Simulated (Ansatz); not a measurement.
`B1C[SiH2]1`, charge 0, multiplicity 1.

**Question.** Give a relaxed structure at PBE0-D4/def2-TZVP (the Gaussian-basis code of Ansatz). (Estimate.)

**Answer.** Ansatz gave: 
```xyz
8

B    -0.722    0.778    0.511
C     0.670    0.699   -0.001
Si   -0.416   -1.018   -0.038
H    -1.562    1.611    0.409
H     1.460    0.106    0.466
H     1.090    1.422   -0.699
H     0.505   -1.981    0.606
H    -1.026   -1.616   -1.255
```
